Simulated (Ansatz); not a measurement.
# BH6OSi+ (SMILES B[SiH2][OH2+]): functionals against CCSD(T) at one geometry

The atoms stand at a structure displaced at random from a GFN2-xTB minimum. How far do the functionals agree with CCSD(T) there?

Method: single points in def2-TZVPP; program: Ansatz 0.2.0, Gaussian basis.

Correlated methods freeze the cores. B3LYP uses VWN-RPA correlation.

### 1 Starting geometry

9 atoms, charge 1, spin multiplicity 1.

Atoms are counted from 1 here; the program's logs count them from 0.

Bond lengths: B1–Si2 1.978 Å, B1–H4 1.131 Å, B1–H5 1.117 Å, Si2–O3 1.981 Å, Si2–H6 1.545 Å, Si2–H7 1.418 Å, O3–H8 0.920 Å, O3–H9 1.041 Å. Angles: Si2–B1–H4 119.7°, Si2–B1–H5 118.3°, H4–B1–H5 121.7°, B1–Si2–O3 103.5°, B1–Si2–H6 124.7°, B1–Si2–H7 129.0°, O3–Si2–H6 94.5°, O3–Si2–H7 87.2°, H6–Si2–H7 103.4°, Si2–O3–H8 117.7°, Si2–O3–H9 121.2°, H8–O3–H9 114.8°.

Geometry (Å):

```tsv
atom	x (Å)	y (Å)	z (Å)
B1	-1.1309	0.7089	-1.0820
Si2	0.5344	0.5892	-0.0221
O3	0.4368	-1.2166	0.7875
H4	-1.9015	-0.1153	-1.0089
H5	-1.2287	1.5404	-1.8216
H6	0.7744	1.3122	1.3222
H7	1.8430	0.2501	-0.4515
H8	1.2244	-1.6054	1.0625
H9	-0.4096	-1.5309	1.3059
```

### 2 CCSD(T)/def2-TZVPP

run/in.yaml

```yaml
crystal:
  periodic: [false, false, false]
  atoms:
    - {symbol: B, position_ang: [-1.130900, 0.708900, -1.082000]}
    - {symbol: Si, position_ang: [0.534400, 0.589200, -0.022100]}
    - {symbol: O, position_ang: [0.436800, -1.216600, 0.787500]}
    - {symbol: H, position_ang: [-1.901500, -0.115300, -1.008900]}
    - {symbol: H, position_ang: [-1.228700, 1.540400, -1.821600]}
    - {symbol: H, position_ang: [0.774400, 1.312200, 1.322200]}
    - {symbol: H, position_ang: [1.843000, 0.250100, -0.451500]}
    - {symbol: H, position_ang: [1.224400, -1.605400, 1.062500]}
    - {symbol: H, position_ang: [-0.409600, -1.530900, 1.305900]}
basis:
  gaussian: {orbitals: def2-TZVPP}
total_charge: 1
correlation: {method: ccsd_t}
output: {forces: true}
```

No record of the launch command was kept for these runs.

### 3 PBE0-D4/def2-TZVPP

run/in.yaml, as its differences from that of step 2:

```diff
@@ -15,3 +15,3 @@
 total_charge: 1
-correlation: {method: ccsd_t}
-output: {forces: true}
+hamiltonian: {xc: pbe0, dispersion: d4}
+output: {forces: true, orbitals: {seedname: orbitals}}
```

### 4 wB97M-V/def2-TZVPP

run/in.yaml, as its differences from that of step 3:

```diff
@@ -15,3 +15,3 @@
 total_charge: 1
-hamiltonian: {xc: pbe0, dispersion: d4}
-output: {forces: true, orbitals: {seedname: orbitals}}
+hamiltonian: {xc: {name: wB97M-V}}
+output: {forces: true}
```

### 5 r2SCAN-D4/def2-TZVPP

run/in.yaml, as its differences from that of step 4:

```diff
@@ -15,3 +15,3 @@
 total_charge: 1
-hamiltonian: {xc: {name: wB97M-V}}
+hamiltonian: {xc: r2scan, dispersion: d4}
 output: {forces: true}
```

### 6 PBE-D4/def2-TZVPP

run/in.yaml, as its differences from that of step 5:

```diff
@@ -15,3 +15,3 @@
 total_charge: 1
-hamiltonian: {xc: r2scan, dispersion: d4}
+hamiltonian: {xc: pbe, dispersion: d4}
 output: {forces: true}
```

### 7 B3LYP-D4/def2-TZVPP

run/in.yaml, as its differences from that of step 6:

```diff
@@ -15,3 +15,3 @@
 total_charge: 1
-hamiltonian: {xc: pbe, dispersion: d4}
+hamiltonian: {xc: {name: B3LYP}, dispersion: d4}
 output: {forces: true}
```

### 8 LC-wPBE/def2-TZVPP

run/in.yaml, as its differences from that of step 7:

```diff
@@ -15,3 +15,3 @@
 total_charge: 1
-hamiltonian: {xc: {name: B3LYP}, dispersion: d4}
+hamiltonian: {xc: {name: LC-wPBE}}
 output: {forces: true}
```

(Steps that only read results are left out.)

Q: Predict the outcome of this session. Wanted: energy less free atoms, CCSD(T)/def2-TZVPP; RMS force component; RMS force error; HOMO and LUMO, PBE0-D4; T1 diagnostic.

**Answer**, as computed:

```
                                  quantity                                                                                            value
energy less free atoms, CCSD(T)/def2-TZVPP                                                                                   -1983.5 kJ/mol
                       RMS force component                                                             1.499 to 1.556 eV/Å over the methods
                           RMS force error  PBE0-D4 0.098, wB97M-V 0.073, r2SCAN-D4 0.105, PBE-D4 0.233, B3LYP-D4 0.082, LC-wPBE 0.081 eV/Å
                    HOMO and LUMO, PBE0-D4                                                                              -14.30 and -7.75 eV
                             T1 diagnostic                                                                                            0.010
```

Against CCSD(T) the functionals' energies less atoms differ by -81.1 to -28.0 kJ/mol, PBE-D4 by -61.3 kJ/mol. The reference is not at the basis limit: in triple zeta CCSD(T) underbinds, which counts against methods that bind more; the gaps are no ranking. The forces of wB97M-V come nearest to CCSD(T), those of PBE-D4 are farthest. Frozen-core CCSD(T) forces in triple zeta carry basis errors of their own, and this is one geometry, so small gaps rank nothing.
